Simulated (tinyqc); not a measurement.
Worked calculation: harmonic frequencies on the RHF/sto-3g surface (energies and gradients from PySCF), for H3O+, spin multiplicity 1. One step of it, computed by the program tinyqc.

Question. One row of the Hessian: 3Hy. Displace 3Hy by +/-0.002 bohr; H(k, :) = (g(+) - g(-)) / (2 delta).

optimised positions (bohr):
```
            x          y          z
1O   0.024027  -0.001259   0.451080
2H   1.828319  -0.035350  -0.044467
3H  -0.856581   1.583931  -0.011409
4H  -0.916396  -1.551100  -0.013479
```

gradient at +delta (hartree/bohr):
```
              x            y            z
1O   0.00041066  -0.00096651   0.00019971
2H  -0.00001190   0.00003051   0.00000621
3H  -0.00044178   0.00096503  -0.00024445
4H   0.00004302  -0.00002903   0.00003854
```

gradient at -delta (hartree/bohr):
```
              x            y            z
1O  -0.00041453   0.00097644  -0.00020420
2H   0.00000748  -0.00002951  -0.00000534
3H   0.00045013  -0.00097179   0.00024803
4H  -0.00004307   0.00002486  -0.00003848
```

Give: row of the Hessian.

Answer.

row of the Hessian (hartree/bohr^2): 1Ox 0.206299, 1Oy -0.485738, 1Oz 0.100978, 2Hx -0.004845, 2Hy 0.015006, 2Hz 0.002887, 3Hx -0.222977, 3Hy 0.484205, 3Hz -0.123119, 4Hx 0.021523, 4Hy -0.013472, 4Hz 0.019255
